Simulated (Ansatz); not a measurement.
One change: `BC=C` becomes `C=[CH][AlH2]`.

Ansatz, PBE0-D4/def2-TZVP geometries, multiplicity 1. 

```tsv
property	`BC=C`
HOMO–LUMO gap (PBE0/def2-TZVPP) / eV	6.42
LUMO energy (ωB97M-V/def2-TZVPP) / eV	-0.06
LUMO energy (B3LYP/def2-TZVPP) / eV	-2.30
vertical ionisation energy (CCSD(T)/CBS(def2)) / eV	11.07
HOMO energy (PBE/def2-TZVPP) / eV	-7.49
HOMO–LUMO gap (B3LYP/def2-TZVPP) / eV	5.97
```

Task: What does the change do to each property? (Estimate.)

Result: Computed: 
```
                                           property  `C=[CH][AlH2]`  shift
               HOMO–LUMO gap (PBE0/def2-TZVPP) / eV            6.43   0.01
              LUMO energy (ωB97M-V/def2-TZVPP) / eV            0.05   0.11
                LUMO energy (B3LYP/def2-TZVPP) / eV           -1.87   0.43
vertical ionisation energy (CCSD(T)/CBS(def2)) / eV           10.63  -0.44
                  HOMO energy (PBE/def2-TZVPP) / eV           -6.80   0.69
              HOMO–LUMO gap (B3LYP/def2-TZVPP) / eV            6.02   0.05
```

B3LYP here is the variant with VWN-RPA as its local correlation; programs differ in this.
